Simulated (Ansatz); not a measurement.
Molecule: NO, net charge 0, doublet state. 
Structure (B3LYP-D3(BJ)/def2-TZVP (Ansatz, a first-principles code) minimum search):
```xyz
2

N      0.0000     0.0000    -0.6106
O      0.0000     0.0000     0.5343
```
Charge 0, spin multiplicity 2.

Basis-set convergence of Hartree-Fock and CCSD(T) correlation energies (hartree) with Ansatz. Cores are frozen in the correlated levels unless marked. Open shells are spin-unrestricted. Spin-orbit coupling is left out. No relativistic terms.

```
basis    functions       E(HF)  E(corr, CCSD(T))
-------  ---------  ----------  ----------------
cc-pVDZ         28  -129.26108          -0.33650
cc-pVTZ         60  -129.29743          -0.41925
cc-pVQZ        110  -129.30715          -0.44720
cc-pV5Z        182  -129.30949          -0.45728
```

Extrapolating the two largest sets (X = 4 and 5) as X^-3: E(corr) = (125·(-0.45728) - 64·(-0.44720))/61 = -0.4679 Eh, an estimate of the basis-set limit. The largest set recovers 97.7 % of it, the smallest 71.9 %.
